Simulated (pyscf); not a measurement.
F–SiH₂–F + water (H₂O) → HO–SiH(F)–F + hydrogen (H₂), a four-centre exchange (singlet surface; H–Si, H–O broken, O–Si, H–H formed). Single points on ωB97X-D3(BJ)/def2-SVP structures (PySCF, gas phase). Energies in kJ/mol from the separated reactants.

GFN2-xTB: tblite. 

Q: Quick GFN2-xTB single points give ΔE‡ = 157.5 kJ/mol and ΔE = -68.1 kJ/mol. What does ωB97M-D3(BJ)/def2-TZVP give, and how far is the quick result from it?

A: ωB97M-D3(BJ)/def2-TZVP gives ΔE‡ = 121.6 kJ/mol and ΔE = -107.1 kJ/mol. GFN2-xTB lies 35.9 kJ/mol over it in the barrier and 39.0 kJ/mol over it in the reaction energy, so on this step it does not hold to within 12.6 kJ/mol. ωB97M-D3(BJ)/def2-TZVP has limits of its own. On the reactant side the descent ends in a complex, 17.8 kJ/mol under the separated species and 141.8 kJ/mol under the saddle at ωB97X-D3(BJ)/def2-TZVP. The same reactants have a lower exit, to HF + HO–SiH₂–F (barrier +85.3 kJ/mol at ωB97M-D3(BJ)/def2-TZVP, against +121.6 kJ/mol here). One saddle was located; it need not be the lowest between these sides.
